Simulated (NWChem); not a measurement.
# AlSiH5 (AlH2(SiH3)): levels of theory compared

We compute a comparison of 3 runs (HF/STO-3G, HF/3-21G, B3LYP/6-31G*) of AlSiH5 (AlH2(SiH3)). 

The calculation is run with NWChem 7.3.0.

### Step 1. The molecule

The species is AlSiH5 (7 atoms), meant as a singlet with charge 0. SMILES: `[H][Al]([H])[SiH3]`. Geometry: a GFN2-xTB relaxation, a rough one for these elements and not checked as a minimum.

Bond lengths: Al1–Si4 2.421 Å, Al1–H2 1.567 Å, Al1–H3 1.566 Å, Si4–H5 1.482 Å, Si4–H6 1.482 Å, Si4–H7 1.482 Å. Angles: Al1–Si4–H5 114.1°, Al1–Si4–H6 113.8°, Al1–Si4–H7 116.0°, H2–Al1–Si4 125.8°, H3–Al1–Si4 126.2°, H5–Si4–H6 104.0°, H5–Si4–H7 103.8°, H6–Si4–H7 103.8°, H2–Al1–H3 107.9°.

### Step 2. Energy and forces at HF/STO-3G (run 1)

geom.nw reads:

```
start geom
title "AlH5Si gradient"
memory total 2200 mb

geometry units angstrom noautosym nocenter noautoz
 Al       0.688040       1.201700       0.003860
 H        2.245410       1.365000       0.056470
 H        0.053380       2.633190      -0.016580
 Si      -0.517390      -0.897790      -0.016750
 H       -1.851430      -0.836410       0.625620
 H        0.177610      -1.992690       0.701130
 H       -0.795620      -1.472990      -1.353750
end

basis spherical bse
 * library STO-3G
end

scf
 thresh 1e-08
 maxiter 80
 print low
end

task scf gradient
```

The run is started by

```sh
$ nwchem geom.nw > geom.out
```

Log:

```text
[...]
  functions       =    23
[...]
  wavefunction    = RHF
[...]
         Total SCF energy =   -527.500776974344
      One-electron energy =   -887.022723685501
      Two-electron energy =    283.985387447661
 Nuclear repulsion energy =     75.536559263496
        Time for solution =      0.5s
[...]
                         RHF ENERGY GRADIENTS
    atom               coordinates                        gradient
                 x          y          z           x          y          z
   1 Al      1.300207   2.270884   0.007294   -0.010670  -0.017594   0.000031
   2 H       4.243210   2.579476   0.106713    0.036610   0.014838   0.001353
   3 H       0.100874   4.976008  -0.031332   -0.005171   0.038962  -0.000045
   4 Si     -0.977725  -1.696577  -0.031653    0.002784   0.005422  -0.002504
   5 H      -3.498695  -1.580586   1.182250   -0.026395  -0.002533   0.011543
   6 H       0.335634  -3.765638   1.324944    0.010808  -0.023601   0.013024
   7 H      -1.503504  -2.783547  -2.558217   -0.007966  -0.015495  -0.023402
 Task  times  cpu:        0.8s     wall:        0.8s
 Total times  cpu:        0.8s     wall:        0.8s
```

Wall time 1.4 s (1 thread of AMD EPYC 7B13 (Zen 3), shared host); peak memory 0.099 GiB.

### Step 3. Energy and forces at HF/3-21G (run 2)

run.py reads:

```python
from ase import Atoms
from ase.calculators.nwchem import NWChem

atoms = Atoms(['Al', 'H', 'H', 'Si', 'H', 'H', 'H'], positions=[
    [0.688040, 1.201700, 0.003860],
    [2.245410, 1.365000, 0.056470],
    [0.053380, 2.633190, -0.016580],
    [-0.517390, -0.897790, -0.016750],
    [-1.851430, -0.836410, 0.625620],
    [0.177610, -1.992690, 0.701130],
    [-0.795620, -1.472990, -1.353750],
])

calc = NWChem(
    label='alh5si',
    theory='scf',
    memory='2200 mb',
    basis='3-21G',
    basispar='spherical bse',
    scf={'nopen': '0', 'rhf': None, 'thresh': '1e-08', 'maxiter': '80'},
)
atoms.calc = calc

forces = atoms.get_forces()
e = atoms.get_potential_energy()
print(f"E = {e:.6f} eV")
print("forces (eV/A):")
for s, f in zip(atoms.symbols, forces):
    print(f"{s:2s} {f[0]:10.5f} {f[1]:10.5f} {f[2]:10.5f}")
print("dipole (e A):", atoms.get_dipole_moment().round(4))
```

The run is started by

```sh
$ export ASE_NWCHEM_COMMAND="nwchem PREFIX.nwi > PREFIX.nwo"
$ python run.py
```

Log:

```text
E = -14444.911466 eV
forces (eV/A):
Al    0.18862    0.30622   -0.02746
H     0.60652   -0.31697    0.01563
H    -0.58451    0.37605   -0.02365
Si   -0.42140   -0.74104    0.09076
H    -0.20399    0.26626    0.16090
H     0.31702   -0.03471    0.17669
H     0.09775    0.14414   -0.39281
dipole (e A): [ 0.0364  0.0679 -0.0187]
```

The calculator wrote alh5si.nwi:

```
title "alh5si"

permanent_dir alh5si

scratch_dir alh5si

start alh5si

geometry units angstrom nocenter noautosym noautoz
  Al 6.8803999999999998e-01 1.2017000000000000e+00 3.8600000000000001e-03
  H  2.2454100000000001e+00 1.3650000000000000e+00 5.6469999999999999e-02
  H  5.3379999999999997e-02 2.6331899999999999e+00 -1.6580000000000001e-02
  Si -5.1739000000000002e-01 -8.9778999999999998e-01 -1.6750000000000001e-02
  H  -1.8514299999999999e+00 -8.3640999999999999e-01 6.2561999999999995e-01
  H  1.7760999999999999e-01 -1.9926900000000001e+00 7.0113000000000003e-01
  H  -7.9561999999999999e-01 -1.4729900000000000e+00 -1.3537500000000000e+00
end

memory 2200 mb

basis spherical bse noprint
   * library 3-21G
end

scf
  nopen 0
  rhf
  thresh 1e-08
  maxiter 80
end

task scf gradient
```

alh5si.nwo:

```text
Northwest Computational Chemistry Package (NWChem) 7.3.0
             --------------------------------------------------------

           Job information
           ---------------

    nwchem branch   = 7.3.0
    use scalapack   = T
    input           = alh5si.nwi
    prefix          = alh5si.
    data base       = alh5si/alh5si.db
    status          = startup
    nproc           =        1

           Memory information
           ------------------

[... 5 lines left out ...]
    hardfail = no
[... 135 lines left out ...]
         Quadratically convergent ROHF
[... 14 lines left out ...]
       Final RHF  results
[... 4 lines left out ...]
      Two-electron energy =    281.493402515443
[... 35 lines left out ...]
                       ROHF Final Molecular Orbital Analysis
[... 223 lines left out ...]
                 ----------------------------------------
                 |  Time  |  1-e(secs)   |  2-e(secs)   |
                 ----------------------------------------
                 |  CPU   |       0.00   |       0.26   |
                 ----------------------------------------
                 |  WALL  |       0.00   |       0.26   |
                 ----------------------------------------

 Task  times  cpu:        1.0s     wall:        1.0s
 Total times  cpu:        1.0s     wall:        1.0s
```

It took 2.1 s on 1 thread of AMD EPYC 7B13 (Zen 3), shared host; peak memory 0.099 GiB.

### Step 4. Energy and forces at B3LYP/6-31G(d) (Cartesian functions) (run 3)

run.py reads:

```python
from ase import Atoms
from ase.calculators.nwchem import NWChem

molecule = Atoms(['Al', 'H', 'H', 'Si', 'H', 'H', 'H'], positions=[
    [0.688040, 1.201700, 0.003860],
    [2.245410, 1.365000, 0.056470],
    [0.053380, 2.633190, -0.016580],
    [-0.517390, -0.897790, -0.016750],
    [-1.851430, -0.836410, 0.625620],
    [0.177610, -1.992690, 0.701130],
    [-0.795620, -1.472990, -1.353750],
])

calc = NWChem(
    label='run',
    theory='dft',
    memory='2200 mb',
    basis='6-31G*',
    dft={'xc': 'b3lyp', 'mult': '1', 'grid': 'xfine', 'convergence': 'energy 1e-08', 'iterations': '100', 'mulliken': None},
)
molecule.calc = calc

forces = molecule.get_forces()
print(f"energy = {molecule.get_potential_energy():.6f} eV")
print("forces (eV/A):")
for s, f in zip(molecule.symbols, forces):
    print(f"{s:2s} {f[0]:10.5f} {f[1]:10.5f} {f[2]:10.5f}")
print("dipole (e A):", molecule.get_dipole_moment().round(4))
```

The run is started by

```sh
$ export ASE_NWCHEM_COMMAND="nwchem PREFIX.nwi > PREFIX.nwo"
$ python run.py
```

Log:

```text
energy = -14555.446489 eV
forces (eV/A):
Al    0.21813    0.35666   -0.02905
H     0.43205   -0.31033    0.01044
H    -0.49134    0.22795   -0.01990
Si   -0.29460   -0.51844    0.10140
H    -0.18389    0.19587    0.12609
H     0.24883   -0.05317    0.13879
H     0.07081    0.10146   -0.32776
dipole (e A): [ 0.0037  0.0102 -0.0147]
```

The calculator wrote run.nwi:

```
title "run"

permanent_dir run

scratch_dir run

start run

geometry units angstrom nocenter noautosym noautoz
  Al 6.8803999999999998e-01 1.2017000000000000e+00 3.8600000000000001e-03
  H  2.2454100000000001e+00 1.3650000000000000e+00 5.6469999999999999e-02
  H  5.3379999999999997e-02 2.6331899999999999e+00 -1.6580000000000001e-02
  Si -5.1739000000000002e-01 -8.9778999999999998e-01 -1.6750000000000001e-02
  H  -1.8514299999999999e+00 -8.3640999999999999e-01 6.2561999999999995e-01
  H  1.7760999999999999e-01 -1.9926900000000001e+00 7.0113000000000003e-01
  H  -7.9561999999999999e-01 -1.4729900000000000e+00 -1.3537500000000000e+00
end

memory 2200 mb

basis noprint
   * library 6-31G*
end

dft
  xc b3lyp
  mult 1
  grid xfine
  convergence energy 1e-08
  iterations 100
  mulliken
end

task dft gradient
```

run.nwo:

```text
Northwest Computational Chemistry Package (NWChem) 7.3.0
             --------------------------------------------------------

           Job information
           ---------------

    nwchem branch   = 7.3.0
    use scalapack   = T
    input           = run.nwi
    prefix          = run.
    data base       = run/run.db
    status          = startup
    nproc           =        1

           Memory information
           ------------------

[... 5 lines left out ...]
    hardfail = no
[... 106 lines left out ...]
  convergence criterion.
[... 42 lines left out ...]
          Spatial weights used:  Erf1
[... 32 lines left out ...]
 1-e energy   =    -889.842504
[... 46 lines left out ...]
           Coulomb energy =      322.484073402206
[... 411 lines left out ...]
          Convergence on density requested:  1.00D-05
[... 28 lines left out ...]
          total energy or number of iterations.
[... 38 lines left out ...]
                 ----------------------------------------
                 |  Time  |  1-e(secs)   |  2-e(secs)   |
                 ----------------------------------------
                 |  CPU   |       0.00   |       1.75   |
                 ----------------------------------------
                 |  WALL  |       0.00   |       1.75   |
                 ----------------------------------------

 Task  times  cpu:       12.4s     wall:       12.4s
 Total times  cpu:       12.4s     wall:       12.4s
```

It took 14 s on 1 thread of AMD EPYC 7B13 (Zen 3), shared host; peak memory 0.13 GiB.

### Step 5. Overview of the runs

```
run                               level  Cartesian functions  iteration cap  energy (Eh)  largest force (eV/Å)  wall time
  1                           HF/STO-3G                   no             80  -527.500777                 2.032      1.4 s
  2                            HF/3-21G                   no             80  -530.840710                 0.857      2.1 s
  3  B3LYP/6-31G* (Cartesian functions)                  yes            100  -534.902797                 0.605       14 s
```

### Step 6. Results

```
                       quantity          value
            run 3: total energy  -534.90280 Eh
           run 3: dipole moment         0.09 D
             run 3: HOMO energy       -7.75 eV
             run 3: LUMO energy       -2.30 eV
           run 3: HOMO–LUMO gap        5.46 eV
run 3: largest force on an atom     0.605 eV/Å
```

In words: In run 1 the basis is minimal, so the values are rough. All runs together took 17 s, the longest 14 s.
